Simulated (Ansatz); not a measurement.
A made-up structure of LiBH2S, closed shell:

| atom | x (Å) | y (Å) | z (Å) |
| --- | --- | --- | --- |
| Li1 | 1.0357 | -0.4028 | 1.2764 |
| S2 | -0.2685 | 0.1889 | -0.3702 |
| B3 | -0.4857 | -1.4508 | 0.1650 |
| H4 | -0.9417 | 0.8165 | -1.3715 |
| H5 | 0.5785 | 0.9244 | 0.1788 |

It is relaxed with PBE-D4/def2-SVP and then PBE0-D4/def2-TZVP (Ansatz 0.2.0). Atoms count as bonded within 1.22 times the sum of their covalent radii (H–H: 0.88 Å). The end point is not checked to be a true minimum.

Q: Does its bonding change? (A judgement: the text doesn't fix the answer.)

A: The calculation gives: Yes. Formed: B3–H5; broken: Li1–S2, Li1–H5, S2–H5.

Where it ends: The first stage lowers the energy by 5.20 eV in 37 steps. It ends as LiBH₂S ([Li][BH][SH]):
```
5
angstrom
Li 1.1869 -1.1082 1.8680
S -0.7573 -0.6442 -0.8530
B 0.2869 0.1472 0.3493
H -1.1896 0.3447 -1.6781
H 0.3914 1.3367 0.1923
```

Labels in which every atom is bracketed show which atoms are joined, not bond orders.

For scale, one of the runs: PBE0-D4/def2-TZVP relaxation, 94 basis functions, launched by `ansatz run in.yaml --threads 2 --pin off --events-out ev --progress --plain --max-ram 4352MiB`. Hardware: 2 CPU threads of an Arm Neoverse V2, shared host. Wall time about 7 s.
